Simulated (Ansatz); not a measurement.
**Diamond-structure Si**

Calculation: PBE (Ansatz, a first-principles code, PAW).

Numerical settings: plane-wave cutoff 500 eV, 8×8×1 k mesh (along the axes of the cell as run), gaussian smearing 0.02 eV, scalar-relativistic PAW data made under PBE.

Cell: relaxed at this level.

```
Property                             Result
--------------------------------  ---------
surface energy of the (100) face  2.15 J/m²
```

The slab of 12 atoms is relaxed and unreconstructed.

Static lattice: no zero-point or thermal effects.
